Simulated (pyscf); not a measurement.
Elementary routes open to H₃C–In [singlet] + NH₃ in the gas phase (singlet surface):
A. H₂N–In [singlet] + CH₄ (C–In, H–N broken; In–N, C–H formed)
B. H₃C–InH–NH₂ (H–N broken; In–N, H–In formed)

Structures and frequencies: ωB97X-D3(BJ)/def2-SVP in PySCF.

### Question
Rank the routes by free-energy barrier at 900 K, lowest first, for ωB97M-D3(BJ)/def2-TZVP energies (ideal gas, 1 atm, RRHO with modes under 100 cm⁻¹ raised to 100, one conformer, R ln 2 for chiral ones without a mode under 150 cm⁻¹).

### Answer
A (41.2 kcal/mol), B (74.3 kcal/mol)

Route A is the fastest of these, ahead of the next by 33.1 kcal/mol. The most stable products are those of A (ΔG = -16.4 kcal/mol), so kinetics and thermodynamics agree. At 298 K A is still the fastest. A: On the reactant side the descent ends in a bound adduct (not fully relaxed), 10.9 kcal/mol under the separated species and 26.8 kcal/mol under the saddle at ωB97X-D3(BJ)/def2-TZVP. B: On the reactant side the descent ends in a bound adduct, 10.9 kcal/mol under the separated species and 60.0 kcal/mol under the saddle at ωB97X-D3(BJ)/def2-TZVP. Only these routes are compared; each barrier is that of the saddle found, and lower ones may exist. Elements past Kr carry the def2 core potentials, without spin-orbit coupling.
